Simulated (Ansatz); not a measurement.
Relaxation of C$_{2}$H$_{3}$O$_{2}$ (7 atoms, charge 0, multiplicity 2), to a largest force component of 0.02 eV/Å in at most 40 steps.

Theory: Ansatz 0.2.0, UKS B3LYP/6-31G*.

```xyz
7
Properties=species:S:1:pos:R:3
C -0.145 0.718 -0.149
O -0.762 -0.420 0.387
C 0.107 -1.395 0.335
O 1.017 -2.243 0.304
H 0.089 0.608 -1.227
H -0.948 1.571 -0.120
H 0.703 1.092 0.425
```

**Question.** Where does it end, and by what steps?

**Answer.** The forces met the threshold. After 9 steps the energy has fallen by 2.339 eV; O4 moved furthest, 0.52 Å.

```csv
step,energy less start (eV),largest force component (eV/Å),accepted
0,0.0000,4.970,yes
1,-0.8782,5.109,yes
2,-1.8309,3.589,yes
3,-2.0606,2.375,yes
4,-2.2470,1.509,yes
5,-2.3268,0.709,yes
6,-2.3343,0.427,yes
7,-2.3391,0.051,yes
8,-2.3392,0.021,yes
9,-2.3393,0.001,yes
```

```xyz
7
Properties=species:S:1:pos:R:3
C -0.136 0.714 -0.167
O -0.798 -0.446 0.425
C -0.076 -1.551 0.482
O 1.045 -1.760 0.124
H 0.158 0.486 -1.194
H -0.876 1.513 -0.141
H 0.744 0.976 0.425
```

Run time: 29 s on 1 CPU thread of a shared host.
